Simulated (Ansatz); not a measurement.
Basis-set extrapolation for C6H12, SMILES `C=CC(C)CC` (PBE0-D4/def2-TZVP geometry, frozen core, Ansatz 0.2.0). Multiplicity 1, RHF reference.

```tsv
	def2-TZVPP	def2-QZVPP
HF	-234.263759	-234.274729
MP2 correlation	-1.033820	-1.097878
CCSD(T) correlation	-1.142429	not run
```

Energies in hartree. Use E(X) = E(∞) + A·exp(−7.88·√X) for Hartree–Fock and E(X) = E(∞) + B·X^(−2.97) for correlation, with X = 3 and 4, and add CCSD(T) minus MP2 of the smaller set to the MP2 limit.

Task: What is the CCSD(T) energy at the basis-set limit?

Result: HF limit: -234.274729 + (-0.010970) × 0.13774 = -234.27624. MP2 limit: -1.097878 + (-0.064058) × 0.74074 = -1.14533. Higher-order term: -1.142429 − (-1.033820) = -0.10861. Total: -235.53018 hartree, 325.5 kJ/mol below CCSD(T)/def2-TZVPP.
